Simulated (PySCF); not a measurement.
Molecule: Phosphorus pentafluoride, F₅P.

Molfile (atoms numbered from 1):
```
F5P
     RDKit          3D

  6  5  0  0  0  0  0  0  0  0999 V2000
    0.6422   -0.5738   -1.3522 F   0  0  0  0  0  0  0  0  0  0  0  0
    0.0032   -0.0053   -0.0075 P   0  0  0  0  0  5  0  0  0  0  0  0
    1.1101    1.1043    0.0491 F   0  0  0  0  0  0  0  0  0  0  0  0
    0.2439   -1.3887    0.6915 F   0  0  0  0  0  0  0  0  0  0  0  0
   -1.3442    0.2681   -0.7626 F   0  0  0  0  0  0  0  0  0  0  0  0
   -0.6358    0.5639    1.3371 F   0  0  0  0  0  0  0  0  0  0  0  0
  1  2  1  0
  2  3  1  0
  2  4  1  0
  2  5  1  0
  2  6  1  0
M  END
```

Geometry PBE0-D3(BJ)/def2-SVP throughout; GIAO in PySCF 2.14.0 with density-fitted response routines, gas phase, one conformer, non-relativistic; equivalent atoms averaged; functional PBE0.

For orientation, cc-pVDZ gives these shifts δ (against CFCl3, H3PO4 at the same level): F6 -38.3, F1 -38.3, F3/F4/F5 -44.2, P2 -38.4 ppm.

A run gave: F6 -43.9, F1 -43.9, F3/F4/F5 -56.9, P2 -47.9 ppm (shifts δ (against CFCl3, H3PO4 at the same level)).

**Question.** Which basis set was used in that run?
A. aug-cc-pVDZ
B. cc-pVTZ
C. pcSseg-0
D. IGLO-III

**Answer.** A. P2 tells them apart best: aug-cc-pVDZ gives -47.9, IGLO-III gives -63.8, cc-pVTZ gives -66.2, pcSseg-0 gives -22.7 ppm.
